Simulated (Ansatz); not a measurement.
System: diamond-structure Si. Method: revPBE in Ansatz (plane waves, PAW).

Run with plane-wave cutoff 520 eV, 12×12×12 k mesh, perturbation theory, scalar-relativistic PAW data made under PBE.

Computed at the level's own relaxed cell.

Si is taken in the cubic space group Fd-3m, origin choice 1 (No. 227), the diamond structure, Pearson symbol cF8. Lattice parameters: a = b = c = 5.494 Å, α = β = γ = 90.00°. Si on 8a is coordinated by 4 Si at 2.379 Å (tetrahedral). (Neighbours: up to the widest gap in distance over summed covalent radii, below 1.35, at either atom.)
(The calculation used a cell of 2 atoms; values per cell refer to that cell.)

Harmonic phonon frequencies (cm⁻¹; i marks an imaginary mode):

```csv
q point,frequencies
Γ,…
X,…
L,…
W,202 202 342 342 448 448
```

Task: Fill in the missing entries.

Result: 
- Γ, frequencies: 0 0 0 499 499 499
- X, frequencies: 150 150 398 398 441 441
- L, frequencies: 114 114 370 395 473 473

Measured, for comparison: zone-centre TO phonon frequency 525 cm⁻¹ (low temperature, zero-point motion not removed; as tabulated in Tanner et al. (2021), arXiv:2110.11888). Computed (rounded) less measured: zone-centre TO phonon frequency -5 %.

No imaginary mode appears at these points.

Ansatz is an electronic-structure program.
